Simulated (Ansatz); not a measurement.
Basis-set extrapolation for C₃H₃ClO (`C=CC(=O)Cl`) (PBE0-D4/def2-TZVP geometry, frozen core, the Gaussian-basis code of Ansatz). Multiplicity 1, RHF reference.

|  | def2-TZVPP | def2-QZVPP |
| --- | --- | --- |
| HF | -649.781246 | -649.802213 |
| MP2 correlation | -0.890005 | -0.958315 |
| CCSD(T) correlation | -0.963534 | not run |

Energies in hartree. Use E(X) = E(∞) + A·exp(−7.88·√X) for Hartree–Fock and E(X) = E(∞) + B·X^(−2.97) for correlation, with X = 3 and 4, and add CCSD(T) minus MP2 of the smaller set to the MP2 limit.

What is the CCSD(T) energy at the basis-set limit?

HF limit: -649.802213 + (-0.020967) × 0.13774 = -649.80510. MP2 limit: -0.958315 + (-0.068310) × 0.74074 = -1.00891. Higher-order term: -0.963534 − (-0.890005) = -0.07353. Total: -650.88754 hartree, 374.8 kJ/mol below CCSD(T)/def2-TZVPP.
